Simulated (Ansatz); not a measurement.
# RPBEx+r2SCANc(a = 0.5)/pcseg-0 (sfX2C, exact exchange 0.5) run of C2H4N+ (SMILES CC#[NH+])

Aim: the vertical ionisation energy of C2H4N+ at RPBEx+r2SCANc(a = 0.5)/pcseg-0 (sfX2C, exact exchange 0.5), from 2 runs. 

Program for the calculation: Ansatz 0.2.0.

6 further runs of the same task are left out: 6 set aside as unsound or not needed.

## Step 1: The system as given

C2H4N+ has 7 atoms, charge +1, and is taken as a singlet. As SMILES, `CC#[NH+]`. The coordinates come from a GFN2-xTB relaxation.

Bond lengths: C1–C2 1.386 Å, C2–N3 1.148 Å, C1–H4 1.095 Å, C1–H5 1.095 Å, C1–H6 1.095 Å, N3–H7 1.002 Å. Angles: C1–C2–N3 179.8°, C2–C1–H4 110.0°, C2–C1–H5 110.2°, C2–C1–H6 110.2°, C2–N3–H7 179.6°, H4–C1–H5 108.8°, H4–C1–H6 108.8°, H5–C1–H6 108.8°.

## Step 2: Energy and forces at RPBEx+r2SCANc(a = 0.5)/pcseg-0 (sfX2C, exact exchange 0.5)

Contents of in.yaml:

```yaml
crystal:
  periodic: [false, false, false]
  atoms:
    - symbol: C
      position_ang: [-0.685640, 0.519420, -0.277750]
    - symbol: C
      position_ang: [0.367920, -0.273690, 0.149730]
    - symbol: "N"
      position_ang: [1.239250, -0.933880, 0.500800]
    - symbol: H
      position_ang: [-1.494910, -0.109310, -0.664790]
    - symbol: H
      position_ang: [-0.352000, 1.194970, -1.072680]
    - symbol: H
      position_ang: [-1.070300, 1.117170, 0.555560]
    - symbol: H
      position_ang: [1.995680, -1.514690, 0.809120]
basis:
  gaussian:
    orbitals: pcseg-0.json
total_charge: 1
magnetization:
  spin_polarized: false
hamiltonian:
  xc:
    text: |
      parameter a = 0.5
      exchange = (1 - a)*rpbe_x + a*exact_x
      correlation = r2scan_c
  pseudopotentials: {relativity: scalar}
output: {forces: true, orbitals: {seedname: orbitals}}
```

The basis set pcseg-0 is read from a file made from the Basis Set Exchange's data (not shown).

Command:

```sh
$ ansatz run in.yaml --threads 1 --pin off --max-ram 2610MiB --events-out events.jsonl --progress --plain --runs-dir runs
```

The log of the run:

```text
Warning: RAYON_NUM_THREADS=1 ignored (pool sized by the plan → 1); use --threads N
Functional definition: unnamed
  parameter a = 0.5
  exchange = (1 - a)*rpbe_x + a*exact_x
  correlation = r2scan_c
457 factors; integrals over basis functions are off by at most 3.5e-4 eV
mean field evaluation 1: about -3605.6296 eV, gradient 4.8e1 eV
mean field evaluation 2: about -3606.6512 eV, gradient 4.2e1 eV
mean field evaluation 4: about -3610.1606 eV, gradient 1.1e0 eV
mean field evaluation 8: about -3610.1601 eV, gradient 2.9e-3 eV
mean field -3610.16013603 eV, -132.6709379446 hartree, gradient 6.7e-5 eV, S^2 0.000000; 0 other end points of the search recorded, 0 dependent functions left out
the calculation of the forces begins
reference -3610.16014669 eV, -132.6709383363 hartree; 11, 11 occupied and 24, 24 virtual orbitals, 457 factors
Total energy: -3610.16014669 eV, -132.6709383363 hartree
Relativity: scalar
Atom 0 at    -0.685640     0.519420    -0.277750 Å, force    -1.315314     0.988404    -0.524121 eV/Å
Atom 1 at     0.367920    -0.273690     0.149730 Å, force     1.935483    -1.466127     0.765072 eV/Å
Atom 2 at     1.239250    -0.933880     0.500800 Å, force    -0.829292     0.624339    -0.321592 eV/Å
Atom 3 at    -1.494910    -0.109310    -0.664790 Å, force    -0.179484     0.037285    -0.077129 eV/Å
Atom 4 at    -0.352000     1.194970    -1.072680 Å, force    -0.079206     0.137980    -0.110216 eV/Å
Atom 5 at    -1.070300     1.117170     0.555560 Å, force    -0.142650     0.132893     0.023625 eV/Å
Atom 6 at     1.995680    -1.514690     0.809120 Å, force     0.610464    -0.454774     0.244361 eV/Å
Dipole moment:     0.137866    -0.108385     0.056991 e Å
```

Wall time 0.77 s (1 thread of Intel Xeon Platinum 8488C (Sapphire Rapids), shared host).

## Step 3: Doublet [C2H4N]2+

in.yaml, as its differences from that of step 2:

```diff
@@ -20,5 +20,4 @@
     orbitals: pcseg-0.json
-total_charge: 1
-magnetization:
-  spin_polarized: false
+total_charge: 2
+output: {forces: true, orbitals: {seedname: orbitals}}
 hamiltonian:
@@ -30,2 +29,4 @@
   pseudopotentials: {relativity: scalar}
-output: {forces: true, orbitals: {seedname: orbitals}}
+magnetization:
+  spin_polarized: false
+  initial_magnetization: 1
```

The basis set pcseg-0 is read from a file made from the Basis Set Exchange's data (not shown).

Command:

```sh
$ ansatz run in.yaml --threads 1 --pin off --max-ram 2610MiB --events-out events.jsonl --progress --plain --runs-dir runs
```

The log of the run (excerpt; [...] marks lines left out):

```text
Warning: RAYON_NUM_THREADS=1 ignored (pool sized by the plan → 1); use --threads N
[... 1 set-up line as earlier in the session ...]
[...]
457 factors; integrals over basis functions are off by at most 3.5e-4 eV
[...]
mean field -3589.67366713 eV, -131.9180740986 hartree, gradient 8.5e-8 eV, S^2 0.750000; 4 other end points of the search recorded, 0 dependent functions left out
[...]
reference -3589.67367640 eV, -131.9180744395 hartree; 11, 10 occupied and 24, 25 virtual orbitals, 457 factors
Total energy: -3589.67367640 eV, -131.9180744395 hartree
Relativity: scalar
Atom 0 at    -0.685640     0.519420    -0.277750 Å, force     3.694020     1.094459     1.636987 eV/Å
Atom 1 at     0.367920    -0.273690     0.149730 Å, force    -3.113241     2.244832    -1.276118 eV/Å
Atom 2 at     1.239250    -0.933880     0.500800 Å, force     1.607925    -1.203784     0.655614 eV/Å
Atom 3 at    -1.494910    -0.109310    -0.664790 Å, force    -2.540864    -0.878392    -1.142932 eV/Å
Atom 4 at    -0.352000     1.194970    -1.072680 Å, force    -0.176166     0.138843    -1.617681 eV/Å
Atom 5 at    -1.070300     1.117170     0.555560 Å, force    -1.346824     0.023012     0.984718 eV/Å
Atom 6 at     1.995680    -1.514690     0.809120 Å, force     1.875150    -1.418971     0.759412 eV/Å
Dipole moment:    -0.041118    -0.040545    -0.017662 e Å
```

Run time: 9.6 s. Hardware: 1 thread of Intel Xeon Platinum 8488C (Sapphire Rapids), shared host.

## Step 4: What came out

Level: RPBEx+r2SCANc(a = 0.5)/pcseg-0 (sfX2C, exact exchange 0.5).

| quantity | value |
| --- | --- |
| singlet C2H4N+: total energy | -132.67094 Eh |
| singlet C2H4N+: HOMO energy | -18.76 eV |
| singlet C2H4N+: LUMO energy | -5.93 eV |
| singlet C2H4N+: HOMO–LUMO gap | 12.84 eV |
| singlet C2H4N+: largest force on an atom | 2.546 eV/Å |
| doublet [C2H4N]2+: total energy | -131.91807 Eh |
| doublet [C2H4N]2+: ⟨S²⟩ | 0.750 |
| doublet [C2H4N]2+: largest force on an atom | 4.186 eV/Å |
| vertical ionisation energy (to the doublet dication) | 20.486 eV |

What this shows: The vertical ionisation energy comes to 20.49 eV (472 kcal/mol). The largest force (singlet C2H4N+) is 2.55 eV/Å: the shape isn't a stationary point for this species at this level. −ε(HOMO) before ionisation, 18.76 eV, is 1.72 eV below this ionisation energy. Mulliken charges (singlet C2H4N+) run from -0.47 on C1 to +0.49 on H7; they depend strongly on the basis.
